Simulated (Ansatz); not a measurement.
# HSiC, doublet: reading a ladder of total energies

Geometry: a point of a stretch scan, not a stationary point.

```yaml
atoms:
  - { symbol: Si, position_ang: [0.0000, 0.0000, 0.1318] }
  - { symbol: C, position_ang: [0.0000, 0.0000, -1.5945] }
  - { symbol: H, position_ang: [0.0000, 0.0000, 1.4628] }
```

Basis 6-31G; Ansatz 0.2.0. Only valence electrons are correlated (noble-gas cores frozen), which leaves 9 electrons in 18 orbitals. Prefix R: restricted or restricted open-shell reference.

Full CI is exact within this basis and frozen core; it isn't the basis-set limit.

The cluster runs stand on a determinant 0.74 eV above the lowest RHF solution, chosen by trial CCSD; the correlation energy below is counted from it.

Runs differ by some tens of microhartree through their thresholds and, for an open shell, their frozen cores, so steps under 0.03 kcal/mol mean nothing.

```tsv
level	total energy (hartree)
RHF determinant under the cluster runs	-327.028320
RCCSD	-327.219251
RCCSD(T)	-327.227924
RCCSDT	-327.228322
RCCSDT(Q)	-327.230432
RCCSDTQ	-327.229781
full CI	-327.230072
```

Problem. What is the correlation energy at full CI, and what share of it do RMP2 and RCCSDT recover?

Solution. E(corr) = -327.230072 − (-327.028320) = -0.201752 hartree = -5.490 eV. RCCSD: -0.190931 / -0.201752 = 94.64 %. RCCSDT: -0.200002 / -0.201752 = 99.13 %.

Problem. By how many kcal/mol does RCCSD(T) miss full CI (1 hartree = 627.509 kcal/mol), and which steps make up the rest?

Solution. -327.227924 − (-327.230072) = 0.002148 hartree = 1.35 kcal/mol. Steps: RCCSDT − RCCSD(T) = -0.25, RCCSDT(Q) − RCCSDT = -1.32, RCCSDTQ − RCCSDT(Q) = 0.41, full CI − RCCSDTQ = -0.18 kcal/mol. With more than one leading determinant such errors change with state and geometry, and needn't cancel in differences.
